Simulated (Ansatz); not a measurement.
**Molecular dynamics of C$_{3}$H$_{5}$NO**

input.yaml

```yaml
crystal:
  periodic: [false, false, false]
  atoms:
    - { symbol: C, position_ang: [-0.29986, -1.04979, 0.370184] }
    - { symbol: C, position_ang: [0.469412, 0.265535, 0.614952] }
    - { symbol: O, position_ang: [1.003667, 0.848505, -0.63322] }
    - { symbol: C, position_ang: [-0.00758, 1.253927, -1.443417] }
    - { symbol: "N", position_ang: [-0.81605, 1.646496, -2.213359] }
    - { symbol: H, position_ang: [-0.621629, -1.459532, 1.329578] }
    - { symbol: H, position_ang: [0.341322, -1.778506, -0.128642] }
    - { symbol: H, position_ang: [-1.181636, -0.869227, -0.248134] }
    - { symbol: H, position_ang: [-0.168479, 1.004755, 1.126132] }
    - { symbol: H, position_ang: [1.364133, 0.086539, 1.228826] }
magnetization:
  spin_polarized: true
basis:
  gaussian: { orbitals: STO-3G }
hamiltonian:
  xc: { name: BHLYP }
md:
  timestep: 0.5
  n_steps: 150
  ensemble: nvt_langevin
  temperature: 300.0
  initial_velocities: maxwell_boltzmann
  seed: 355614
  friction: 0.001
```

Command:

```bash
$ ansatz run input.yaml --threads 1 --pin off --max-ram 2048MiB --backend cpu --events-out ev --progress --plain --runs-dir out
```

It starts from a relaxed structure.

Output, in part (one step line in 3, the closing report, with atoms numbered from 0):

```
md step     0: t =     0.00 fs  T =   270.0 K  F+E_penalty+E_count = -6638.29702815 eV  E_kin = 0.349002 eV  (27 SCF iters)
md step     3: t =     1.50 fs  T =   208.1 K  F+E_penalty+E_count = -6638.21028864 eV  E_kin = 0.269001 eV  (32 SCF iters)
md step     6: t =     3.00 fs  T =   145.1 K  F+E_penalty+E_count = -6638.12149516 eV  E_kin = 0.187565 eV  (31 SCF iters)
md step     9: t =     4.50 fs  T =   168.5 K  F+E_penalty+E_count = -6638.15320572 eV  E_kin = 0.217834 eV  (33 SCF iters)
md step    12: t =     6.00 fs  T =   166.9 K  F+E_penalty+E_count = -6638.15355065 eV  E_kin = 0.215685 eV  (33 SCF iters)
md step    15: t =     7.50 fs  T =   143.1 K  F+E_penalty+E_count = -6638.11450115 eV  E_kin = 0.184920 eV  (33 SCF iters)
md step    18: t =     9.00 fs  T =   144.9 K  F+E_penalty+E_count = -6638.11210839 eV  E_kin = 0.187301 eV  (34 SCF iters)
md step    21: t =    10.50 fs  T =   141.0 K  F+E_penalty+E_count = -6638.11093412 eV  E_kin = 0.182305 eV  (34 SCF iters)
md step    24: t =    12.00 fs  T =   173.5 K  F+E_penalty+E_count = -6638.15686456 eV  E_kin = 0.224221 eV  (33 SCF iters)
md step    27: t =    13.50 fs  T =   207.6 K  F+E_penalty+E_count = -6638.20782215 eV  E_kin = 0.268360 eV  (32 SCF iters)
md step    30: t =    15.00 fs  T =   149.3 K  F+E_penalty+E_count = -6638.13883710 eV  E_kin = 0.192930 eV  (33 SCF iters)
md step    33: t =    16.50 fs  T =    94.1 K  F+E_penalty+E_count = -6638.07151304 eV  E_kin = 0.121674 eV  (26 SCF iters)
md step    36: t =    18.00 fs  T =   146.4 K  F+E_penalty+E_count = -6638.13349301 eV  E_kin = 0.189244 eV  (26 SCF iters)
md step    39: t =    19.50 fs  T =   175.3 K  F+E_penalty+E_count = -6638.16399208 eV  E_kin = 0.226609 eV  (33 SCF iters)
md step    42: t =    21.00 fs  T =   123.2 K  F+E_penalty+E_count = -6638.09502526 eV  E_kin = 0.159303 eV  (28 SCF iters)
md step    45: t =    22.50 fs  T =   100.8 K  F+E_penalty+E_count = -6638.06102972 eV  E_kin = 0.130245 eV  (27 SCF iters)
md step    48: t =    24.00 fs  T =   105.9 K  F+E_penalty+E_count = -6638.06514663 eV  E_kin = 0.136836 eV  (28 SCF iters)
md step    51: t =    25.50 fs  T =   131.4 K  F+E_penalty+E_count = -6638.10220360 eV  E_kin = 0.169806 eV  (34 SCF iters)
md step    54: t =    27.00 fs  T =   186.0 K  F+E_penalty+E_count = -6638.17872169 eV  E_kin = 0.240404 eV  (33 SCF iters)
md step    57: t =    28.50 fs  T =   180.7 K  F+E_penalty+E_count = -6638.16723159 eV  E_kin = 0.233585 eV  (32 SCF iters)
md step    60: t =    30.00 fs  T =   135.1 K  F+E_penalty+E_count = -6638.10025402 eV  E_kin = 0.174671 eV  (26 SCF iters)
md step    63: t =    31.50 fs  T =   159.2 K  F+E_penalty+E_count = -6638.13050252 eV  E_kin = 0.205831 eV  (32 SCF iters)
md step    66: t =    33.00 fs  T =   194.6 K  F+E_penalty+E_count = -6638.17198667 eV  E_kin = 0.251600 eV  (33 SCF iters)
md step    69: t =    34.50 fs  T =   146.8 K  F+E_penalty+E_count = -6638.11238384 eV  E_kin = 0.189714 eV  (33 SCF iters)
md step    72: t =    36.00 fs  T =   121.4 K  F+E_penalty+E_count = -6638.07306866 eV  E_kin = 0.156965 eV  (28 SCF iters)
md step    75: t =    37.50 fs  T =   136.4 K  F+E_penalty+E_count = -6638.10527252 eV  E_kin = 0.176320 eV  (26 SCF iters)
md step    78: t =    39.00 fs  T =   174.6 K  F+E_penalty+E_count = -6638.15871805 eV  E_kin = 0.225684 eV  (33 SCF iters)
md step    81: t =    40.50 fs  T =   189.0 K  F+E_penalty+E_count = -6638.17857013 eV  E_kin = 0.244312 eV  (32 SCF iters)
md step    84: t =    42.00 fs  T =   146.8 K  F+E_penalty+E_count = -6638.11935462 eV  E_kin = 0.189752 eV  (33 SCF iters)
md step    87: t =    43.50 fs  T =   116.6 K  F+E_penalty+E_count = -6638.07841431 eV  E_kin = 0.150706 eV  (26 SCF iters)
md step    90: t =    45.00 fs  T =   166.3 K  F+E_penalty+E_count = -6638.14792683 eV  E_kin = 0.214916 eV  (27 SCF iters)
md step    93: t =    46.50 fs  T =   199.1 K  F+E_penalty+E_count = -6638.19613680 eV  E_kin = 0.257305 eV  (33 SCF iters)
md step    96: t =    48.00 fs  T =   154.5 K  F+E_penalty+E_count = -6638.14514184 eV  E_kin = 0.199647 eV  (28 SCF iters)
md step    99: t =    49.50 fs  T =   134.8 K  F+E_penalty+E_count = -6638.11591791 eV  E_kin = 0.174245 eV  (27 SCF iters)
md step   102: t =    51.00 fs  T =   145.9 K  F+E_penalty+E_count = -6638.13637597 eV  E_kin = 0.188607 eV  (28 SCF iters)
md step   105: t =    52.50 fs  T =   156.5 K  F+E_penalty+E_count = -6638.14953114 eV  E_kin = 0.202241 eV  (33 SCF iters)
md step   108: t =    54.00 fs  T =   145.7 K  F+E_penalty+E_count = -6638.13619229 eV  E_kin = 0.188284 eV  (33 SCF iters)
md step   111: t =    55.50 fs  T =   102.6 K  F+E_penalty+E_count = -6638.08529713 eV  E_kin = 0.132657 eV  (32 SCF iters)
md step   114: t =    57.00 fs  T =    86.2 K  F+E_penalty+E_count = -6638.06132407 eV  E_kin = 0.111379 eV  (26 SCF iters)
md step   117: t =    58.50 fs  T =   130.8 K  F+E_penalty+E_count = -6638.11743585 eV  E_kin = 0.169132 eV  (33 SCF iters)
md step   120: t =    60.00 fs  T =   154.2 K  F+E_penalty+E_count = -6638.13678072 eV  E_kin = 0.199321 eV  (33 SCF iters)
md step   123: t =    61.50 fs  T =    95.4 K  F+E_penalty+E_count = -6638.05750872 eV  E_kin = 0.123307 eV  (34 SCF iters)
md step   126: t =    63.00 fs  T =    66.7 K  F+E_penalty+E_count = -6638.01412249 eV  E_kin = 0.086259 eV  (28 SCF iters)
md step   129: t =    64.50 fs  T =   117.4 K  F+E_penalty+E_count = -6638.07314133 eV  E_kin = 0.151725 eV  (28 SCF iters)
md step   132: t =    66.00 fs  T =   166.0 K  F+E_penalty+E_count = -6638.13918977 eV  E_kin = 0.214570 eV  (33 SCF iters)
md step   135: t =    67.50 fs  T =   169.4 K  F+E_penalty+E_count = -6638.14233248 eV  E_kin = 0.218908 eV  (32 SCF iters)
md step   138: t =    69.00 fs  T =   132.2 K  F+E_penalty+E_count = -6638.08569130 eV  E_kin = 0.170926 eV  (33 SCF iters)
md step   141: t =    70.50 fs  T =   122.8 K  F+E_penalty+E_count = -6638.07962597 eV  E_kin = 0.158760 eV  (26 SCF iters)
md step   144: t =    72.00 fs  T =   172.6 K  F+E_penalty+E_count = -6638.14766006 eV  E_kin = 0.223124 eV  (33 SCF iters)
md step   147: t =    73.50 fs  T =   184.8 K  F+E_penalty+E_count = -6638.15966282 eV  E_kin = 0.238842 eV  (33 SCF iters)
md step   150: t =    75.00 fs  T =   129.3 K  F+E_penalty+E_count = -6638.09252052 eV  E_kin = 0.167174 eV  (30 SCF iters)
Total energy: -6638.09263540 eV, -243.9454048900 hartree
Atom 0 at    -0.455142    -0.811249     0.451946 Å, force    -0.112440     0.802049    -0.099215 eV/Å
Atom 1 at     0.582554     0.341952     0.637665 Å, force    -0.231159     0.039397     1.104165 eV/Å
Atom 2 at     0.995070     0.886580    -0.651676 Å, force     1.268298     0.015918     0.425636 eV/Å
Atom 3 at    -0.055089     1.152385    -1.414477 Å, force    -3.598897     1.262186    -3.652416 eV/Å
Atom 4 at    -0.917336     1.411512    -2.226723 Å, force     2.469124    -0.716061     2.422113 eV/Å
Atom 5 at    -0.706166    -1.226951     1.403501 Å, force    -0.020541    -0.458364     1.059946 eV/Å
Atom 6 at    -0.072319    -1.600381    -0.178136 Å, force     0.331869    -0.272138    -0.316354 eV/Å
Atom 7 at    -1.406533    -0.454643     0.024353 Å, force     0.597919     0.174846    -0.003329 eV/Å
Atom 8 at     0.165274     1.155605     1.284802 Å, force    -0.018902    -0.425332    -0.567837 eV/Å
Atom 9 at     1.546987     0.058798     1.123937 Å, force    -0.685272    -0.422501    -0.372708 eV/Å
Dipole moment:     0.204448    -0.292058     0.670485 e Å
```

The run went to its last step. The mean temperature of the second half is 52 % below the set value. A run of 0.075 ps of so small a system gives no equilibrium averages. Limits of this set-up: minimal basis.

The same pairs are bonded in the first frame and the last. Pairs count as bonded within 1.25 times the sum of covalent radii (0.12 Å more for H–H).

Last frame:

```xyz
10
Properties=species:S:1:pos:R:3
C -0.455 -0.811 0.452
C 0.583 0.342 0.638
O 0.995 0.887 -0.652
C -0.055 1.152 -1.415
N -0.917 1.411 -2.227
H -0.706 -1.227 1.403
H -0.072 -1.600 -0.178
H -1.407 -0.455 0.024
H 0.165 1.156 1.285
H 1.547 0.059 1.124
```

Run time: 6.1 min on 1 thread of Arm Neoverse V2, with other jobs on the host, peak memory 0.13 GiB.
